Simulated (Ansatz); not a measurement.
What each rung costs, and what it gives

The pair of NH3 (SMILES N, atoms 1–4) and CH3Cl (SMILES CCl, atoms 5–9), both closed shells, in one local arrangement (a lower one may exist), relaxed at PBE0-D4/def2-TZVP:

```
atom    x (Å)    y (Å)    z (Å)
  N1   0.2258  -0.0307  -1.7575
  H2   0.6788  -0.7588  -1.2163
  H3  -0.3682  -0.4882  -2.4378
  H4   0.9501   0.4546  -2.2722
  C5  -0.3873   0.2905   1.5316
 Cl6   0.6477  -1.1572   1.5839
  H7  -0.4832   0.5891   0.4887
  H8   0.0899   1.0692   2.1219
  H9  -1.3536   0.0313   1.9577
```

Interaction energies are counterpoise-corrected; the time is that of the whole pair.

Computed with Ansatz 0.2.0 (basis: as named in each row); correlated methods freeze the cores. B3LYP uses VWN-RPA correlation. Extrapolation: Hartree–Fock as exp(−7.88 √X), correlation as X^−2.97.

Times are rough, for one single point on 4 threads of a shared host (Arm Neoverse V1).

The estimate by CCSD(T) at an estimated basis limit (MP2 extrapolated from triple and quadruple zeta, plus CCSD(T) − MP2 in triple zeta) is -13.2 kJ/mol.

| method | basis | time (s) | interaction energy (kJ/mol) | method less estimate |
| --- | --- | --- | --- | --- |
| HF | STO-3G | under 1 | -4.6 | 8.6 |
| PBE-D4 | STO-3G | under 1 | -14.8 | -1.6 |
| SPW92 | def2-SVP | under 1 | -23.3 | -10.1 |
| B3LYP-D4 | 6-31G | under 1 | -20.2 | -7.0 |
| PBE-D4 | def2-SVP | under 1 | -16.0 | -2.8 |
| PBE0-D4 | def2-SVP | under 1 | -15.7 | -2.5 |
| CCSD(T) | def2-SVP | under 1 | -7.7 | 5.6 |
| PBE-D4 | def2-TZVPPD | 1 | -14.5 | -1.3 |
| revPBE-D4 | def2-TZVPPD | 1 | -12.4 | 0.8 |
| BLYP-D4 | def2-TZVPPD | 1 | -12.5 | 0.7 |
| wB97M-V | def2-SVP | 2 | -14.1 | -0.8 |
| PBE0-D4 | def2-TZVPPD | 2 | -14.1 | -0.9 |
| HSE06-D4 | def2-TZVPPD | 2 | -14.0 | -0.8 |
| B3LYP-D4 | def2-TZVPPD | 2 | -13.2 | 0.0 |
| r2SCAN-D4 | def2-TZVPPD | 2 | -13.0 | 0.2 |
| B2PLYP | def2-TZVPPD | 3 | -9.7 | 3.5 |
| wB97X-V | def2-TZVPPD | 4 | -13.1 | 0.1 |
| wB97M-V | def2-TZVPPD | 5 | -13.1 | 0.1 |
| B97M-V | def2-TZVPPD | 6 | -13.5 | -0.3 |
| MP2 | def2-QZVPPD | 11 | -13.0 | 0.3 |
| CCSD(T) | def2-TZVPPD | 49 | -11.7 | 1.5 |

The T1 diagnostic stays at or below 0.009.
